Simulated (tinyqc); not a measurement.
Extended Hueckel theory, for CH2-, step by step. The parameters take no account of the charge, which enters only through the electron count, and nothing here shows that the anion is bound. Computed by tinyqc, a small Python program that keeps every step (integrals from PySCF). Settings: charge = -1, K = 1.75, multiplicity = 2. Command: `OMP_NUM_THREADS=1 python tinyqc.py 21039 21040 out.jsonl` (the two numbers bound the seeds that draw the settings). One thread of a shared host (Intel(R) Xeon(R) Processor @ 2.60GHz), about 0.01 s of CPU time with the checks.

## Overlaps

Geometry (angstrom):
```
atom        x         y        z
C     0.00000   0.00000  0.00000
H     0.00000   0.99200  0.56400
H     0.00000  -0.99200  0.56400
```

Parameters chosen for this run:
```
element  shell  Slater exponent  H_ii (eV)
C           2s          1.62500  -21.40000
C           2p          1.62500  -11.40000
H           1s          1.30000  -13.60000
```

Slater orbitals, each expanded in six Gaussians scaled to its exponent.

overlap S, order 1C 2s, 1C 2px, 1C 2py, 1C 2pz, 2H 1s, 3H 1s:
```
[[1.00000, 0.00000, 0.00000, 0.00000, 0.46399, 0.46399],
 [0.00000, 1.00000, 0.00000, 0.00000, 0.00000, 0.00000],
 [0.00000, 0.00000, 1.00000, 0.00000, 0.41146, -0.41146],
 [0.00000, 0.00000, 0.00000, 1.00000, 0.23393, 0.23393],
 [0.46399, 0.00000, 0.41146, 0.23393, 1.00000, 0.10540],
 [0.46399, 0.00000, -0.41146, 0.23393, 0.10540, 1.00000]]
```

## Wolfsberg-Helmholz matrix

diagonal H_ii (eV): [-21.40000, -11.40000, -11.40000, -11.40000, -13.60000, -13.60000]

K = 1.75000

H_ij = K' S_ij (H_ii + H_jj)/2 for i != j (the diagonal keeps H_ii), with K' = 1.75.

H (eV), order 1C 2s, 1C 2px, 1C 2py, 1C 2pz, 2H 1s, 3H 1s:
```
[[-21.40000, 0.00000, 0.00000, 0.00000, -14.20970, -14.20970],
 [0.00000, -11.40000, 0.00000, 0.00000, 0.00000, 0.00000],
 [0.00000, 0.00000, -11.40000, 0.00000, -9.00061, 9.00061],
 [0.00000, 0.00000, 0.00000, -11.40000, -5.11728, -5.11728],
 [-14.20970, 0.00000, -9.00061, -5.11728, -13.60000, -2.50854],
 [-14.20970, 0.00000, 9.00061, -5.11728, -2.50854, -13.60000]]
```

## Orbitals

valence electrons = 7

Solve H C = S C e through S^(-1/2); fill by pairs from the bottom, a degenerate level sharing its electrons equally; each orbital has its largest coefficient positive (the first on a tie).

orbital energies (eV): [-23.56480, -15.71907, -12.17739, -11.40000, 4.07091, 11.06153]

occupations: [2.00000, 2.00000, 2.00000, 1.00000, 0.00000, 0.00000]

coefficients, order 1C 2s, 1C 2px, 1C 2py, 1C 2pz, 2H 1s, 3H 1s:
```
[[0.73553, 0.00000, -0.28732, 0.00000, 0.00000, 1.06678],
 [0.00000, 0.00000, 0.00000, 1.00000, 0.00000, 0.00000],
 [0.00000, 0.51961, 0.00000, 0.00000, 1.15714, 0.00000],
 [-0.01579, 0.00000, 0.90342, 0.00000, 0.00000, 0.61414],
 [0.24303, 0.44301, 0.15479, 0.00000, -0.83846, -0.89518],
 [0.24303, -0.44301, 0.15479, 0.00000, 0.83846, -0.89518]]
```

sum of one-electron energies = -114.32252 eV

## Mulliken analysis

P = C n C^T; charge = valence electrons (C 4, H 1) minus the sum of (P S)_ii on the atom; overlap population = 2 sum P_ij S_ij between two atoms.

charges: [-1.17526, 0.08763, 0.08763]

Overlap populations:
```
pair      value
2-1    0.755340
3-1    0.755340
3-2   -0.047742
```
